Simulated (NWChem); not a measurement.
SiH$_{4}$; SMILES [SiH4]

```xyz
5

Si     0.0000     0.0000     0.0000
H     -0.8572     0.8572     0.8573
H      0.8572    -0.8572     0.8573
H      0.8572     0.8572    -0.8573
H     -0.8572    -0.8572    -0.8573
```
Atoms are numbered in this order, from 1.

Program: NWChem. Pople sets run with spherical d functions. Structure relaxed at the PBE0-D3(BJ)/def2-TZVP level. Static field.

For level Hartree-Fock/Sadlej pVTZ:

```yaml
isotropic polarisability (bohr³): 30.1
```

What are these values for level Hartree-Fock/6-31G*?


- isotropic polarisability (bohr³) = 21.0
